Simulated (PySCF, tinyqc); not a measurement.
Worked calculation: MP2 on RHF in the sto-3g basis, frozen core, for BH, spin multiplicity 1. The lowest restricted solution is unstable here: a spin-polarised one lies 0.0080 hartree lower (PySCF). One step of it, computed by the program tinyqc.

Task: Orthogonalisation. S = U s U^T; symmetric (Loewdin) form X = U s^(-1/2) U^T, so that X^T S X = 1.

overlap S:
```
           1B 1s     1B 2s    1B 2px    1B 2py    1B 2pz     2H 1s
1B 1s   1.000000  0.269328  0.000000  0.000000  0.000000  0.016387
1B 2s   0.269328  1.000000  0.000000  0.000000  0.000000  0.213269
1B 2px  0.000000  0.000000  1.000000  0.000000  0.000000  0.000000
1B 2py  0.000000  0.000000  0.000000  1.000000  0.000000  0.000000
1B 2pz  0.000000  0.000000  0.000000  0.000000  1.000000  0.262432
2H 1s   0.016387  0.213269  0.000000  0.000000  0.262432  1.000000
```

Give: eigenvalues of S; X.

Result:

eigenvalues of S: 0.6144  0.8124  1.0000  1.0000  1.1722  1.4010

X:
```
          1B 1s    1B 2s  1B 2px  1B 2py   1B 2pz    2H 1s
1B 1s    1.0293  -0.1442  0.0000  0.0000  -0.0036   0.0156
1B 2s   -0.1442   1.0489  0.0000  0.0000   0.0238  -0.1189
1B 2px   0.0000   0.0000  1.0000  0.0000   0.0000   0.0000
1B 2py   0.0000   0.0000  0.0000  1.0000   0.0000   0.0000
1B 2pz  -0.0036   0.0238  0.0000  0.0000   1.0282  -0.1417
2H 1s    0.0156  -0.1189  0.0000  0.0000  -0.1417   1.0474
```
